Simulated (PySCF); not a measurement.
## Computed spin Hamiltonian

C2H5O (doublet state).
Z-matrix (Å and degrees, GFN2-xTB geometry), rows numbered from 1:
```
C 
C   1  1.4690
O   2  1.4056  1  114.89
H   1  1.0720  2  120.77  3    -3.54
H   1  1.0708  2  119.71  3   179.12
H   2  1.1025  1  111.23  3   119.51
H   2  1.1107  1  109.65  3  -124.18
H   3  0.9636  2  108.72  1   -42.86
```

The hyperfine couplings belong to this conformer and change with its torsions.

As a line formula: `[CH2]CO` [radical].

Method: UKS B3LYP, pcH-1 on C H O, non-relativistic, mean-field spin-orbit, GIAO in PySCF. Geometry: GFN2-xTB, one conformer, isolated molecule. A GFN2-xTB geometry isn't a minimum of the functional, and hyperfine couplings can be far from their values at a DFT geometry.

| Quantity | Value |
| --- | --- |
| g1, g2, g3 | 2.00219, 2.00274, 2.00291 |
| g_iso | 2.00261 |
| Form of g | rhombic: the two nearest values differ by 23 % of g3 − g1 |
| ⟨S²⟩ | 0.7537 (exact 0.7500) |
| Total energy | -154.38239 Eh |

Isotropic coupling and dipolar principal values T1 to T3, in MHz:

```tsv
atom	isotope	a_iso	T1	T2	T3	Mulliken spin population
C1	13C	87.1	-81.2	-80.6	161.8	1.07
C2	13C	-38.0	-2.8	0.8	2.1	-0.09
O3	17O	-1.4	-1.3	-0.1	1.4	0.00
H4	1H	-64.0	-39.6	0.2	39.3	-0.04
H5	1H	-62.4	-39.0	-0.4	39.4	-0.04
H6	1H	138.6	-5.8	-3.0	8.8	0.05
H7	1H	130.3	-5.6	-4.0	9.6	0.05
H8	1H	0.7	-4.4	-3.4	7.8	0.00
```

The Mulliken spin populations are largest on C1 (+1.07) and C2 (-0.09). C1 is the only atom above +0.15. The positive populations add up to 1.17 and the negative ones to -0.17, together 2S = 1. The angles at C1 add up to 359.9°, so it is planar; its axial dipolar tensor and the negative couplings of its protons fit spin in a p orbital normal to that plane.

Axes: g2 points within 11° of the C1–C2 bond.

Under fast tumbling the dipolar parts average out, and these isotropic splittings remain: 2 × 1H (H6/H7, I = 1/2, 3 lines) with 4.80 mT and 2 × 1H (H4/H5, I = 1/2, 3 lines) with 2.25 mT.

Means are taken over nuclei equivalent by connectivity, which assumes that they swap fast.

The 13C coupling of C1 (87.1 MHz) shows only in satellite lines or after enrichment, since that isotope makes up about 1.07 % of natural carbon.
